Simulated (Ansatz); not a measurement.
This was printed by a script on the Ansatz DFT code, driven from Python, for a single point in a Gaussian basis of C3H4S3, SMILES S=C1SCCS1. What did the script look like? Settings: B3LYP, 6-31G* basis, multiplicity 1, D3BJ dispersion.

Contents of `c3h4s3.xyz`:
```text
10

S     3.27890    0.30150   -0.85960
C     1.67390    0.15390   -0.43880
S     0.80920   -1.37630   -0.46370
C    -0.65380   -0.78510    0.42420
C    -0.90060    0.64220   -0.01670
S     0.68400    1.51360    0.07220
H    -0.46730   -0.84150    1.50250
H    -1.51350   -1.42230    0.19730
H    -1.63540    1.13280    0.62830
H    -1.27540    0.68120   -1.04560
```

```console
$ python run_energy.py --functional b3lyp
reference energy    -35682.020008 eV
total energy        -35682.693556 eV
occupied orbitals outside the frozen core (up, down): [35, 35]  frozen: 0  virtual: [75, 75]
<S^2> = 0.0  all-electron relativity setting: none
passes: {'evaluations': 16, 'products': 14}
occupied orbitals by irrep: [{'A': 35}, {'A': 35}]
largest force 1.0003 eV/A, rms 0.3062
dipole moment 5.415 D
Mulliken: [('S', -0.116), ('C', -0.352), ('S', 0.279), ('C', -0.449), ('C', -0.449), ('S', 0.279), ('H', 0.206), ('H', 0.198), ('H', 0.198), ('H', 0.206)]
Alpha     -18.920 eV  occupation 2
Alpha     -17.133 eV  occupation 2
Alpha     -14.486 eV  occupation 2
Alpha     -13.912 eV  occupation 2
Alpha     -13.195 eV  occupation 2
Alpha     -11.667 eV  occupation 2
Alpha     -11.629 eV  occupation 2
Alpha     -10.358 eV  occupation 2
Alpha     -10.140 eV  occupation 2
Alpha     -10.056 eV  occupation 2
Alpha      -9.185 eV  occupation 2
Alpha      -7.225 eV  occupation 2
Alpha      -6.584 eV  occupation 2
Alpha      -6.063 eV  occupation 2
Alpha      -1.989 eV  occupation 0
Alpha      -0.482 eV  occupation 0
Alpha       1.125 eV  occupation 0
Alpha       1.257 eV  occupation 0
Alpha       1.973 eV  occupation 0
Alpha       2.296 eV  occupation 0
Alpha       2.637 eV  occupation 0
Alpha       2.902 eV  occupation 0
```

The script that was run (others could print the same):

`run_energy.py`:
```python
from pathlib import Path
import argparse
import json

import ansatz as az
import numpy as np

parser = argparse.ArgumentParser(description="Single point of C3H4S3 in a Gaussian basis.")
parser.add_argument("--basis", default="6-31G*", help="Gaussian basis set")
parser.add_argument("--functional", required=True, help="exchange-correlation functional")
parser.add_argument("--vdw", default="d3bj", help="dispersion correction")
args = parser.parse_args()


def main() -> None:
    geometry = az.Crystal.molecule_from_extxyz("c3h4s3.xyz")

    setup = (
        geometry.calculation()
        .basis(gaussian=args.basis)
        .functional(args.functional, dispersion=args.vdw)
        .forces()
        .orbitals()
    )
    out = setup.run(runs_dir="runs")
    data = out.report

    print("reference energy %16.6f eV" % data["reference_energy_ev"])
    print("total energy     %16.6f eV" % data["free_energy_ev"])
    print("occupied orbitals outside the frozen core (up, down):", data["n_occupied"], " frozen:", data["n_frozen"], " virtual:", data["n_virtual"])

    field = data["mean_field"]
    print("<S^2> =", round(abs(field["state"]["spin_squared"]), 4), " all-electron relativity setting:", field["relativity"])
    print("passes:", field["passes"])
    if "symmetry" in field:
        print("occupied orbitals by irrep:", field["symmetry"]["occupied"])

    symbols = [site.symbol for site in geometry.cartesian_sites]
    forces = np.array(data["forces_ev_ang"])
    print("largest force", round(float(np.linalg.norm(forces, axis=1).max()), 4), "eV/A, rms", round(float(np.sqrt((forces ** 2).mean())), 4))

    charges = data["charge_distribution"]
    print("dipole moment", round(4.803205 * float(np.linalg.norm(charges["dipole_moment_e_ang"])), 3), "D")
    print("Mulliken:", [(s, round(q, 3)) for s, q in zip(symbols, charges["mulliken_charges_e"])])

    lines = Path(data["orbitals_path"]).read_text().splitlines()
    field_of = lambda key: [line.split("=")[1].strip() for line in lines if line.startswith(key)]
    orbitals = [(27.211386 * float(e), s, float(n)) for e, s, n in zip(field_of("Ene="), field_of("Spin="), field_of("Occup="))]
    homo = max(e for e, _, n in orbitals if n > 0.5)
    lumo = min(e for e, _, n in orbitals if n < 0.5)
    for e, spin, n in sorted(orbitals):
        if homo - 15 < e < lumo + 5:
            print(f"{spin:6s} {e:10.3f} eV  occupation {n:.0f}")
    with open("c3h4s3.json", "w") as handle:
        json.dump({k: data[k] for k in ("free_energy_ev", "reference_energy_ev", "n_occupied", "n_virtual")}, handle, indent=1)


if __name__ == "__main__":
    main()
```

Total energies depend on the basis set; only differences at equal settings carry meaning. The geometry is a force-field or estimated start, not a minimum of this method, and the basis set is short of its limit. Alpha marks a spatial orbital of a restricted run, filled by both spins. Total less reference energy is the dispersion correction. Levels such as HOMO and LUMO are orbital energies: with these approximate functionals they aren't the ionisation energy and electron affinity, and their gap isn't the fundamental gap. Run time: 5.8 s on 1 thread of Arm Neoverse V2, on a shared host, peak memory 0.32 GiB.
